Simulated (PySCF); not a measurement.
PySCF run on LiB

Input:

```python
from pyscf import gto, scf, cc

mol = gto.M(
    atom='Li 0 0 0; B 0 0 2.1',
    basis='x2c-svpall',
    charge=0,
    spin=0,
    verbose=4,
)
mf = scf.RHF(mol)
mf = mf.sfx2c1e()
mf = mf.density_fit(auxbasis='def2-universal-jkfit')
field = 0.005  # electric field along z, atomic units
h = mf.get_hcore() + field*mol.intor('int1e_r')[2]
mf.get_hcore = lambda *args: h
e_nuc = mol.energy_nuc() - field*mol.atom_charges() @ mol.atom_coords()[:, 2]
mf.energy_nuc = lambda *args: e_nuc
mf.kernel()
mycc = cc.CCSD(mf, frozen=1)
mycc.kernel()
mycc.ccsd_t()
mf.dip_moment()
print('orbital energies (hartree):', mf.mo_energy[..., max(0, mol.nelec[1]-3):mol.nelec[0]+3].round(4))
```

```bash
$ python input.py
```

The log:

```
PySCF version 2.14.0

[INPUT] verbose = 4
[INPUT] num. atoms = 2
[INPUT] num. electrons = 8
[INPUT] charge = 0
[INPUT] spin (= nelec alpha-beta = 2S) = 0
[INPUT] symmetry False subgroup None
[INPUT] Mole.unit = angstrom
[INPUT] Symbol           X                Y                Z      unit          X                Y                Z       unit  Magmom
[INPUT]  1 Li     0.000000000000   0.000000000000   0.000000000000 AA    0.000000000000   0.000000000000   0.000000000000 Bohr   0.0
[INPUT]  2 B      0.000000000000   0.000000000000   2.100000000000 AA    0.000000000000   0.000000000000   3.968424861587 Bohr   0.0

nuclear repulsion = 3.77983722085714
number of shells = 5
number of NR pGTOs = 40
number of NR cGTOs = 23
basis = x2c-svpall
ecp = {}

******** <class 'pyscf.df.df_jk.DFsfX2C1eRHF'> ********
method = DFsfX2C1eRHF
initial guess = minao
damping factor = 0
level_shift factor = 0
DIIS = <class 'pyscf.scf.diis.CDIIS'>
diis_start_cycle = 1
diis_space = 8
diis_damp = 0
SCF conv_tol = 1e-09
SCF conv_tol_grad = None
SCF max_cycles = 50
direct_scf = False

******** <class 'pyscf.x2c.sfx2c1e.SpinFreeX2CHelper'> ********
approx = 1e
xuncontract = 1
Set gradient conv threshold to 3.16228e-05
Initial guess from minao.
******** <class 'pyscf.df.df.DF'> ********
auxbasis = def2-universal-jkfit
init E= -31.7999233540656
  HOMO = -0.0616163535763741  LUMO = 0.00703852223750297  gap/eV = 1.86819
cycle= 1 E= -31.7702968354094  delta_E= 0.0296  |g|= 0.243  |ddm|= 1.38
  HOMO = -0.247769261481239  LUMO = -0.120699954286716  gap/eV = 3.45773
cycle= 2 E= -31.8810693850465  delta_E= -0.111  |g|= 0.195  |ddm|= 1.36
  HOMO = -0.199362990565967  LUMO = -0.0117037096646682  gap/eV = 5.10647
cycle= 3 E= -31.8979606574226  delta_E= -0.0169  |g|= 0.0822  |ddm|= 0.437
  HOMO = -0.194745590451523  LUMO = 0.00791424150259745  gap/eV = 5.51465
cycle= 4 E= -31.9035478293528  delta_E= -0.00559  |g|= 0.0153  |ddm|= 0.454
  HOMO = -0.187125416807462  LUMO = 0.00549051047753224  gap/eV = 5.24135
cycle= 5 E= -31.904303976723  delta_E= -0.000756  |g|= 0.00317  |ddm|= 0.201
  HOMO = -0.186319680451004  LUMO = 0.00411576908031885  gap/eV = 5.18201
cycle= 6 E= -31.9043405210629  delta_E= -3.65e-05  |g|= 0.000396  |ddm|= 0.0405
  HOMO = -0.186099282672761  LUMO = 0.00401262310438133  gap/eV = 5.17321
cycle= 7 E= -31.9043408034441  delta_E= -2.82e-07  |g|= 0.000105  |ddm|= 0.00293
  HOMO = -0.186108449614759  LUMO = 0.00398046267338015  gap/eV = 5.17258
cycle= 8 E= -31.9043408156159  delta_E= -1.22e-08  |g|= 2.57e-05  |ddm|= 0.000762
  HOMO = -0.186104675421708  LUMO = 0.00398727075840832  gap/eV = 5.17267
cycle= 9 E= -31.9043408160828  delta_E= -4.67e-10  |g|= 3.31e-06  |ddm|= 0.000131
  HOMO = -0.186104909436947  LUMO = 0.00398877088559813  gap/eV = 5.17271
Extra cycle  E= -31.9043408161028  delta_E= -2e-11  |g|= 1.71e-06  |ddm|= 2.23e-05
converged SCF energy = -31.9043408161028

******** <class 'pyscf.cc.dfccsd.RCCSD'> ********
CC2 = 0
CCSD nocc = 3, nmo = 22
frozen orbitals 1
max_cycle = 50
direct = 0
conv_tol = 1e-07
conv_tol_normt = 1e-05
diis_space = 6
diis_start_cycle = 0
diis_start_energy_diff = 1e+09
Init t2, MP2 energy = -31.9688710149734  E_corr(MP2) -0.0645301988705799
Init E_corr(RCCSD) = -0.0645301988730619
cycle = 1  E_corr(RCCSD) = -0.0803602513809286  dE = -0.0158300525  norm(t1,t2) = 0.0711994
cycle = 2  E_corr(RCCSD) = -0.0868966040607975  dE = -0.00653635268  norm(t1,t2) = 0.0474364
cycle = 3  E_corr(RCCSD) = -0.091685280361258  dE = -0.0047886763  norm(t1,t2) = 0.0355281
cycle = 4  E_corr(RCCSD) = -0.096583489278074  dE = -0.00489820892  norm(t1,t2) = 0.0269817
cycle = 5  E_corr(RCCSD) = -0.0963682095381342  dE = 0.00021527974  norm(t1,t2) = 0.0141999
cycle = 6  E_corr(RCCSD) = -0.0966931147792811  dE = -0.000324905241  norm(t1,t2) = 0.00466528
cycle = 7  E_corr(RCCSD) = -0.096744119416251  dE = -5.1004637e-05  norm(t1,t2) = 0.00267423
cycle = 8  E_corr(RCCSD) = -0.0966843323791796  dE = 5.97870371e-05  norm(t1,t2) = 0.00192245
cycle = 9  E_corr(RCCSD) = -0.0966533729114709  dE = 3.09594677e-05  norm(t1,t2) = 0.00142716
cycle = 10  E_corr(RCCSD) = -0.0966681692239473  dE = -1.47963125e-05  norm(t1,t2) = 0.000976996
cycle = 11  E_corr(RCCSD) = -0.0967072033537581  dE = -3.90341298e-05  norm(t1,t2) = 0.000451964
cycle = 12  E_corr(RCCSD) = -0.096727711696235  dE = -2.05083425e-05  norm(t1,t2) = 0.000219102
cycle = 13  E_corr(RCCSD) = -0.0967242257590692  dE = 3.48593717e-06  norm(t1,t2) = 8.84859e-05
cycle = 14  E_corr(RCCSD) = -0.0967186047214672  dE = 5.6210376e-06  norm(t1,t2) = 4.70639e-05
cycle = 15  E_corr(RCCSD) = -0.0967169085712529  dE = 1.69615021e-06  norm(t1,t2) = 2.73725e-05
cycle = 16  E_corr(RCCSD) = -0.0967173931200684  dE = -4.84548815e-07  norm(t1,t2) = 1.70761e-05
cycle = 17  E_corr(RCCSD) = -0.0967186498903347  dE = -1.25677027e-06  norm(t1,t2) = 1.01631e-05
cycle = 18  E_corr(RCCSD) = -0.096719050314533  dE = -4.00424198e-07  norm(t1,t2) = 6.50692e-06
cycle = 19  E_corr(RCCSD) = -0.0967191476764577  dE = -9.73619247e-08  norm(t1,t2) = 4.13704e-06
RCCSD converged
E(RCCSD) = -32.00105996377923  E_corr = -0.09671914767645767
RCCSD(T) correction = -0.00445231415235022
Dipole moment(X, Y, Z, Debye): -0.00000,  0.00000, -5.20380
orbital energies (hartree): [-2.4319 -0.4489 -0.1861  0.004   0.0699  0.0699]
```

In short: E(SCF) = -31.904341 Eh, 9 cycles, E(CCSD) − E(SCF) = -0.09672 Eh, (T) = -0.00445 Eh, μz(SCF) = -5.20 D.

Wall time 1.8 s on one thread of a shared host.

Stability towards an unrestricted solution was not tested. The bond length is a typed value, not an optimised one.
